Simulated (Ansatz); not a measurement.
# PH (triplet): from Hartree-Fock to the top rungs, aug-cc-pVTZ

Aim: climb from Hartree-Fock through coupled cluster and multireference methods for PH (triplet) at one geometry and basis, and see what each rung misses.

Program: Ansatz 0.2.0, Gaussian basis. Level of theory: aug-cc-pVTZ, core rule «outside noble gas», up to 5 orbitals frozen. These are calculated values, not measurements.

The runs, in order: UHF; CCSD(T) on ROHF; CCSD(T) on UHF; BCCD(T) on ROHF; CCSDT(Q) on ROHF; CCSDT(Q) on UHF; CASSCF and MRCISD+Q, 6 electrons in 5 orbitals; CASSCF and NEVPT2, 6 electrons in 5 orbitals.

13 further runs of the same task are left out: 3 that didn't finish, 10 set aside as unsound or not needed. Runs told in other sessions of the task aren't counted.

## (1) What is computed

The geometry is a PBE0/def2-TZVPD stationary point (not a proven minimum) of the parent state, kept for this charge and spin.

2 atoms, charge 0, spin multiplicity 3.

Atoms are counted from 1 here; the program's logs count them from 0.

Bond lengths: P1–H2 1.443 Å.

As a file:

```xyz
2
HP
P     0.0000    0.0000    0.0000
H     0.0000    0.0000    1.4426
```

## (2) UHF

Input file in.yaml:

```yaml
crystal:
  periodic: [false, false, false]
  atoms:
    - {symbol: P, position_ang: [0.000000, 0.000000, 0.000000]}
    - {symbol: H, position_ang: [0.000000, 0.000000, 1.442600]}
basis:
  gaussian: {orbitals: aug-cc-pVTZ}
magnetization: {spin_polarized: true, initial_magnetization: 2}
hamiltonian: {xc: hf}
output: {orbitals: {seedname: orbitals}}
```

Launch:

```sh
> ansatz run in.yaml --threads 1 --pin off --events-out ev --progress --plain --max-ram 2393MiB
```

The runs that follow: CCSD(T) on ROHF; CCSD(T) on UHF; BCCD(T) on ROHF; CCSDT(Q) on ROHF; CCSDT(Q) on UHF; CASSCF and MRCISD+Q, 6 electrons in 5 orbitals; CASSCF and NEVPT2, 6 electrons in 5 orbitals.

Q: Predict the results of all the runs planned. Wanted: UCCSDT(Q) from the RHF energy; RMP2 from UCCSDT(Q); UMP2 from UCCSDT(Q); RCCSD from UCCSDT(Q); RCCSD(T) from UCCSDT(Q); UCCSD(T) from UCCSDT(Q); RCCSDT(Q) from UCCSDT(Q); NEVPT2 valence from UCCSDT(Q); MRCISD+Q valence from UCCSDT(Q).

The runs gave:

| quantity | value |
| --- | --- |
| UCCSDT(Q) from the ROHF energy | -3.9511 eV |
| RMP2 from UCCSDT(Q) | +767.3 meV |
| UMP2 from UCCSDT(Q) | +811.3 meV |
| RCCSD from UCCSDT(Q) | +167.6 meV |
| RCCSD(T) from UCCSDT(Q) | +30.4 meV |
| UCCSD(T) from UCCSDT(Q) | +29.5 meV |
| RCCSDT(Q) from UCCSDT(Q) | +1.4 meV |
| NEVPT2 valence from UCCSDT(Q) | +788.7 meV |
| MRCISD+Q valence from UCCSDT(Q) | +12.7 meV |
| levels within 1 kcal/mol (43 meV) | RCCSD(T), UCCSD(T), BCCD(T), RCCSDT, UCCSDT, RCCSDT(Q), MRCISD+Q valence |
| T1 diagnostic | 0.021 |
| effectively unpaired electrons | 2.01 |

In words: RCCSD(T) lands +30.4 meV from the yardstick (0.8 % of the correlation energy). One determinant dominates. Of the multireference levels listed MRCISD+Q valence comes nearest in total energy (+12.7 meV), which doesn't show that its space is the better one. These misses are within one basis, not against nature; the frozen cores of restricted and unrestricted runs differ, which can shift their rows.
